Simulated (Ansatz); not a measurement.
[S4]2+ (S₄²⁺). Charge 2, multiplicity 3. Geometry PBE-D4/def2-TZVP, that of the charge +2 singlet; atoms count from 1.

```xyz
4

S    -1.1424    0.8791    0.1326
S    -0.6814   -1.0045    0.7888
S     1.1425   -0.8790   -0.1324
S     0.6813    1.0044   -0.7890
```

At PBE0-D4/def2-TZVP a singlet of charge 2 lies 2.05 eV below the triplet at the same geometry. That singlet is doubtful there (restricted singlet, unstable towards broken spin symmetry at other levels and untested here).

(1) Estimate the Mulliken populations from the PBE0/def2-TZVP orbitals of Ansatz.

(2) Where does the spin sit?

(3) And the Mayer bond orders between bonded heavy atoms (over 0.3)?

Results:

(1) 
```tsv
atom	charge (e)	spin (α − β)
S1	0.40	0.19
S2	0.60	0.81
S3	0.40	0.19
S4	0.60	0.81
```
Mulliken values and Mayer orders depend strongly on the basis.

(2) Summed by element: S 2.00, of 2 unpaired in all. Largest on single atoms: S4 0.81, S2 0.81, S1 0.19.

(3) S1–S2 1.19 (2.05 Å); S1–S4 1.19 (2.05 Å); S2–S3 1.19 (2.05 Å); S3–S4 1.19 (2.05 Å).
